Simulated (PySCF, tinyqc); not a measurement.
Starting guesses with plain Roothaan steps: SCF starting guesses in the sto-3g basis, for HF, spin multiplicity 1. Computed by the program tinyqc with PySCF. Command: `OMP_NUM_THREADS=1 python tinyqc.py 112796 112797 out.jsonl`; one thread of a shared host (Intel(R) Xeon(R) Processor @ 2.60GHz), about 0.4 s.

Geometry (angstrom):

| atom | x | y | z |
|---|---|---|---|
| F | 0.0000 | 0.0000 | 0.0000 |
| H | 0.0000 | 0.0000 | 1.3690 |

lowest restricted solution found by these runs and by PySCF = -98.463424 hartree

RHF with one setting changed at a time; a run stops when the energy changes by less than 1e-09 hartree and the error matrix is below 1e-5. Starts: the lowest orbitals of the core Hamiltonian, of the Wolfsberg-Helmholz matrix (K = 1.75), projected atomic densities, random orbitals, and the highest orbitals of the core Hamiltonian (a deliberately bad start).

Largest element of the error matrix X^T (FDS - SDF) X:

| iteration | core | Wolfsberg-Helmholz | atomic densities | random | highest core orbitals |
|---|---|---|---|---|---|
| 1 | 3.7e-01 | 4.3e-01 | 5.8e-01 | 4.1e+00 | 3.4e-01 |
| 2 | 2.2e-01 | 6.9e-02 | 3.4e-01 | 4.8e-01 | 4.2e-01 |
| 3 | 4.4e-02 | 9.8e-03 | 5.7e-02 | 1.5e-01 | 1.9e-01 |
| 4 | 6.3e-03 | 1.6e-03 | 8.7e-03 | 2.6e-02 | 3.7e-02 |
| 5 | 1.1e-03 | 2.4e-04 | 1.4e-03 | 3.7e-03 | 5.3e-03 |
| 6 | 2.0e-04 | 5.8e-05 | 2.1e-04 | 7.9e-04 | 9.3e-04 |
| 8 | 9.2e-06 | 2.5e-06 | 4.9e-06 | 3.9e-04 | 3.8e-05 |
| 10 | - | - | - | 1.9e-04 | 1.7e-06 |
| 14 | - | - | - | 4.5e-05 | - |

How each run ends:

| run | iterations | E (hartree) | state |
|---|---|---|---|
| core | 9 | -98.46342 | lowest found |
| Wolfsberg-Helmholz | 8 | -98.46342 | lowest found |
| atomic densities | 8 | -98.46342 | lowest found |
| random | 19 | -98.46342 | lowest found |
| highest core orbitals | 10 | -98.46342 | lowest found |

5 of 5 runs reach the lowest restricted solution found, in 8 to 19 iterations (fastest: Wolfsberg-Helmholz, atomic densities). The first errors are 4e-01, 4e-01, 6e-01, 4e+00, 3e-01; the deliberately bad start has the smallest one, so a small first error does not mark a good start. The restricted reference is unstable here: a spin-polarised solution lies 0.0227 hartree lower (PySCF), so results built on it describe a poor reference.
